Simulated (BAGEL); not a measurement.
# AlHClO (SMILES [O][AlH][Cl]) at ROHF/def2-TZVP (density fitting with qzvpp-jkfit)

What is the vertical doublet–quartet gap of AlHClO at ROHF/def2-TZVP (density fitting with qzvpp-jkfit)? 

The results are computed with BAGEL 1.2.2.

2 further runs of the same task are left out: 1 that didn't finish, 1 set aside as unsound or not needed.

**1. The system as given**

The species is AlHClO (4 atoms), meant as a doublet with charge 0. SMILES: `[O][AlH][Cl]`. The shape is that of a PBE0-D4/def2-TZVP optimisation.

Bond lengths: O1–Al2 1.729 Å, Al2–Cl3 2.081 Å, Al2–H4 1.566 Å. Angles: O1–Al2–Cl3 116.2°, O1–Al2–H4 118.8°, Cl3–Al2–H4 125.0°.

**2. The energy at ROHF/def2-TZVP (density fitting with qzvpp-jkfit)**

job.json

```json
{ "bagel" : [

{
  "title" : "molecule",
  "basis" : "def2-tzvp.json",
  "df_basis" : "qzvpp-jkfit",
  "angstrom" : true,
  "geometry" : [
    { "atom" : "O", "xyz" : [       0.290600,      -1.035900,       1.350600 ] },
    { "atom" : "Al", "xyz" : [       0.118400,       0.049000,       0.015600 ] },
    { "atom" : "Cl", "xyz" : [      -1.573200,      -0.210600,      -1.168800 ] },
    { "atom" : "H", "xyz" : [       1.219700,       1.137300,      -0.217800 ] }
  ]
},

{
  "title" : "rohf",
  "charge" : 0,
  "nopen" : 1
},

{
  "title" : "print",
  "file" : "orbitals.molden",
  "orbitals" : true
}

]}
```

The basis set def2-TZVP is read from a file made from the Basis Set Exchange's data (not shown).

On the command line:

```console
$ BAGEL_NUM_THREADS=1 BAGEL job.json > job.out
```

Output:

```text
* using 1 threads per process

  ===============================================================
  ===============================================================

  *** Geometry ***

  { "atom" : "O", "xyz" : [      0.549154,     -1.957567,      2.552264 ] },
  { "atom" : "Al", "xyz" : [      0.223744,      0.092597,      0.029480 ] },
  { "atom" : "Cl", "xyz" : [     -2.972917,     -0.397976,     -2.208712 ] },
  { "atom" : "H", "xyz" : [      2.304899,      2.149186,     -0.411582 ] },

  Number of auxiliary basis functions:      351

  Since a DF basis is specified, we compute 2- and 3-index integrals:
    o Being stored without compression. Storage requirement is 0.035 GB

  Number of basis functions:      111
  Number of electrons      :       39

    * METHOD: MOLECULE                             0.16

  *** Open-shell HF ***

  === Nuclear Repulsion ===
   118.8905812395

      * DIIS with orbital gradients will be used.

  === ROHF iteration (def2-tzvp.json) ===
      0       -776.32392073          0.05643261           0.11
      1       -774.99879233          0.11300648           0.11
      2       -774.82203327          0.11308655           0.11
      3       -776.89919044          0.01027849           0.11
      4       -776.95626692          0.00719014           0.11
      5       -776.97778326          0.00235920           0.11
      6       -776.98039985          0.00075162           0.11
      7       -776.98083708          0.00057749           0.11
      8       -776.98125913          0.00048137           0.11
      9       -776.98177028          0.00038147           0.11
     10       -776.98237275          0.00020428           0.11
     11       -776.98253496          0.00009347           0.11
     12       -776.98255808          0.00003700           0.11
     13       -776.98255988          0.00001611           0.11
     14       -776.98256035          0.00000593           0.11
     15       -776.98256025          0.00000207           0.11
     16       -776.98256031          0.00000089           0.11
     17       -776.98256032          0.00000059           0.11
     18       -776.98256033          0.00000039           0.11
     19       -776.98256033          0.00000029           0.11
     20       -776.98256033          0.00000018           0.11
     21       -776.98256033          0.00000008           0.11
     22       -776.98256033          0.00000004           0.12
     23       -776.98256033          0.00000001           0.12
     24       -776.98256033          0.00000001           0.12
    * SCF iteration converged.

    * S^2 (ROHF) is 0.7500

    * Permanent dipole moment:
           (   -0.293710,    -0.448031,     0.234755) a.u.

    * METHOD: ROHF                                 2.94

    * METHOD: PRINT                                0.03

  ===============================================================
```

Run time: 3.3 s. Hardware: 1 thread of Arm Neoverse V1, shared host; peak memory 0.11 GiB.

**3. The quartet at the same level**

hf.json

```json
{ "bagel" : [

{
  "title" : "molecule",
  "basis" : "def2-tzvp.json",
  "df_basis" : "qzvpp-jkfit",
  "angstrom" : true,
  "geometry" : [
    { "atom" : "O", "xyz" : [    0.290600,   -1.035900,    1.350600 ] },
    { "atom" : "Al", "xyz" : [    0.118400,    0.049000,    0.015600 ] },
    { "atom" : "Cl", "xyz" : [   -1.573200,   -0.210600,   -1.168800 ] },
    { "atom" : "H", "xyz" : [    1.219700,    1.137300,   -0.217800 ] }
  ]
},
{
  "title" : "rohf",
  "nopen" : 3
},
{
  "title" : "print",
  "file" : "orbitals.molden",
  "orbitals" : true
}

]}
```

The basis set def2-TZVP is read from a file made from the Basis Set Exchange's data (not shown).

On the command line:

```console
$ BAGEL_NUM_THREADS=1 BAGEL hf.json > hf.out
```

Output:

```text
* using 1 threads per process

  ===============================================================
  ===============================================================

  *** Geometry ***

  { "atom" : "O", "xyz" : [      0.549154,     -1.957567,      2.552264 ] },
  { "atom" : "Al", "xyz" : [      0.223744,      0.092597,      0.029480 ] },
  { "atom" : "Cl", "xyz" : [     -2.972917,     -0.397976,     -2.208712 ] },
  { "atom" : "H", "xyz" : [      2.304899,      2.149186,     -0.411582 ] },

  Number of auxiliary basis functions:      351

  Since a DF basis is specified, we compute 2- and 3-index integrals:
    o Being stored without compression. Storage requirement is 0.035 GB

  Number of basis functions:      111
  Number of electrons      :       39

    * METHOD: MOLECULE                             0.16

  *** Open-shell HF ***

  === Nuclear Repulsion ===
   118.8905812395

      * DIIS with orbital gradients will be used.

  === ROHF iteration (def2-tzvp.json) ===
      0       -776.02364332          0.05578415           0.11
      1       -773.56596002          0.12636748           0.11
      2       -769.69363330          0.17587949           0.11
      3       -776.52304925          0.02538274           0.11
      4       -776.66075740          0.01144649           0.11
      5       -776.69160384          0.00310211           0.11
      6       -776.70006494          0.00183801           0.11
      7       -776.70440913          0.00103258           0.11
      8       -776.70619908          0.00047165           0.11
      9       -776.70664413          0.00023210           0.11
     10       -776.70678713          0.00016985           0.11
     11       -776.70682528          0.00013720           0.11
     12       -776.70687641          0.00011289           0.11
     13       -776.70694811          0.00007771           0.11
     14       -776.70696907          0.00008176           0.11
     15       -776.70696825          0.00007862           0.11
     16       -776.70695857          0.00005946           0.11
     17       -776.70695231          0.00003471           0.11
     18       -776.70694959          0.00002212           0.11
     19       -776.70694934          0.00001555           0.11
     20       -776.70694970          0.00001236           0.11
     21       -776.70695046          0.00000920           0.11
     22       -776.70695086          0.00000640           0.11
     23       -776.70695124          0.00000585           0.11
     24       -776.70695175          0.00000594           0.11
     25       -776.70695189          0.00000587           0.11
     26       -776.70695188          0.00000436           0.11
     27       -776.70695177          0.00000258           0.11
     28       -776.70695171          0.00000138           0.11
     29       -776.70695173          0.00000080           0.11
     30       -776.70695177          0.00000062           0.11
     31       -776.70695180          0.00000046           0.11
     32       -776.70695181          0.00000035           0.11
     33       -776.70695183          0.00000024           0.11
     34       -776.70695183          0.00000017           0.11
     35       -776.70695181          0.00000015           0.11
     36       -776.70695179          0.00000016           0.11
     37       -776.70695180          0.00000014           0.11
     38       -776.70695180          0.00000010           0.11
     39       -776.70695180          0.00000007           0.11
     40       -776.70695179          0.00000006           0.11
     41       -776.70695179          0.00000004           0.11
     42       -776.70695179          0.00000003           0.11
     43       -776.70695179          0.00000003           0.11
     44       -776.70695179          0.00000003           0.11
     45       -776.70695179          0.00000003           0.11
     46       -776.70695179          0.00000003           0.11
     47       -776.70695179          0.00000003           0.11
     48       -776.70695179          0.00000003           0.11
     49       -776.70695179          0.00000003           0.11
     50       -776.70695179          0.00000003           0.11
     51       -776.70695179          0.00000003           0.11
     52       -776.70695179          0.00000003           0.11
     53       -776.70695179          0.00000002           0.11
     54       -776.70695179          0.00000002           0.11
     55       -776.70695179          0.00000001           0.11
     56       -776.70695179          0.00000002           0.11
     57       -776.70695179          0.00000001           0.11
     58       -776.70695179          0.00000001           0.11
    * SCF iteration converged.

    * S^2 (ROHF) is 3.7500

    * Permanent dipole moment:
           (   -1.346843,    -1.221032,     0.165626) a.u.

    * METHOD: ROHF                                 6.54

    * METHOD: PRINT                                0.03

  ===============================================================
```

It took 6.9 s on 1 thread of Arm Neoverse V1, shared host; peak memory 0.11 GiB.

**4. Results**

At ROHF/def2-TZVP (density fitting with qzvpp-jkfit):

```
                                        quantity          value
                           doublet: total energy  -776.98256 Eh
                          doublet: dipole moment         1.49 D
                                   doublet: ⟨S²⟩          0.750
                           quartet: total energy  -776.70695 Eh
                          quartet: dipole moment         4.64 D
                                   quartet: ⟨S²⟩          3.750
vertical energy of the quartet above the doublet       7.500 eV
```

In words: At this shape the quartet lies 7.50 eV (173 kcal/mol) above the doublet.
